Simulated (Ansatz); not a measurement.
A nudged elastic band was laid between two geometries of BH₄NO (7 atoms, charge 0, multiplicity 1).

Method: RKS BHLYP-D4/def2-SVP in Ansatz 0.2.0.

```yaml
movable_images: 5
climbing_image: yes
spring: 5.0 eV/Å²
optimiser: quadratic models (default)
start_path: through a guess of the saddle point
force_threshold: 0.2 eV/Å
iteration_limit: 60
end_points: relaxed
```

First end point:

```xyz
7
Properties=species:S:1:pos:R:3
B 0.088 -0.243 0.098
H 0.018 -0.611 1.244
O 1.290 -0.078 -0.519
H 2.032 -0.278 0.040
N -1.083 0.018 -0.613
H -1.997 -0.086 -0.215
H -1.075 0.325 -1.569
```

Last end point:

```xyz
7
Properties=species:S:1:pos:R:3
B -1.679 -1.509 -0.650
H 1.423 -0.027 1.156
O 1.332 0.314 0.267
H 1.952 -0.192 -0.257
N -1.349 -0.192 -0.679
H -1.979 0.528 -0.999
H -0.427 0.125 -0.370
```

Problem. What changes between the two ends?

Solution. Bonds broken: B1–H2, B1–O3. Bonds formed: H2–O3. BH4NO becomes BH2N + H2O.

Problem. What energy profile does the band end with?

Solution. The forces met the threshold. The highest image is number 3 of 0 to 6, 483.6 kJ/mol above the first end and 57.3 kJ/mol above the last; the last end lies 426.3 kJ/mol above the first. The threshold of 0.2 eV/Å is loose, so the images may lie well off the minimum-energy path. Neighbouring images differ by up to 2.7 eV, so the band resolves the path poorly. The order of the stationary point at the top wasn't checked. The orbitals stay closed-shell, which can raise the energy where a bond breaks towards radicals; this wasn't checked here.

```
image  path coordinate (Å)  energy (kJ/mol)  B1–H2 (Å)  B1–O3 (Å)  H2–O3 (Å)
    0                 0.00              0.0       1.21       1.36       2.24
    1                 0.60             33.7       1.20       1.37       2.14
    2                 1.19            222.0       1.21       1.42       1.72
    3                 1.79            483.6       1.44       1.66       1.12
    4                 2.68            432.2       2.22       2.52       0.96
    5                 3.56            427.9       2.98       3.09       0.96
    6                 4.45            426.3       3.88       3.64       0.96
```

Problem. What is the geometry of the highest image?

Solution. 
```xyz
7
Properties=species:S:1:pos:R:3:forces:R:3
B -0.343 -0.432 0.397 -0.10 0.03 -0.02
H 0.899 -0.204 1.082 -0.12 0.02 -0.02
O 1.147 0.227 0.075 0.14 -0.05 0.09
H 1.698 -0.477 -0.287 0.00 0.03 -0.10
N -1.164 -0.123 -0.663 0.17 0.00 0.05
H -2.137 -0.368 -0.696 -0.01 -0.01 0.02
H -0.827 0.425 -1.441 -0.07 -0.02 -0.02
```

Run time: 110 s on 1 thread of Arm Neoverse V1 (shared host), peak memory 0.11 GiB.
